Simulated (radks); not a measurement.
# Valence configurations of F³⁺

The task here is to estimate one member of a computed series from the others.

The numbers are computed with radks (a radial shooting solver on a logarithmic mesh, Libxc functionals) version 1 (non-relativistic Kohn-Sham, BLYP, spin-polarised, spherical densities, point nucleus; open shells are filled with parallel spins first), except any that are marked as measured or tabulated.

## The atom as given

| Quantity | Value |
| --- | --- |
| element | fluorine (Z = 9) |
| charge | +3 |
| electrons | 6 |
| configuration | [He] 2s2 2p2 |
| others tried | 2s1 2p3; 2s1.5 2p2.5; 2s0.5 2p3.5; 2p4 |

Outer shells as boxes (Hund's rule):

F³⁺
```
[He] core
2s [↑↓]
2p [↑ ][↑ ][  ]
```

Set-up of the first run:

The run's settings:

```text
Z 9
configuration [He] 2s2 2p2
relativity non-relativistic
functional b88,lyp
spin polarised
nucleus point
```

Steps of the session up to this table: [He] 2s2 2p2.

One table of the session follows, with a row left open; its other results are not shown here.

It belongs to the step «[He] 2s2 2p2». Radial moments (bohr):

```
  level     <r>  outermost maximum (interpolated)  90 % within
  1s up  0.1765                             0.115        0.316
1s down       ?                                 ?            ?
  2s up  0.8715                             0.714         1.36
2s down  0.8895                             0.722         1.39
  2p up  0.8181                             0.616         1.35
2p down  0.8439                             0.628         1.40
```

Estimate the missing values for 1s down.

As computed: <r>: 0.1760; outermost maximum (interpolated): 0.114; 90 % within: 0.315. In the column «<r>» it is the lowest.
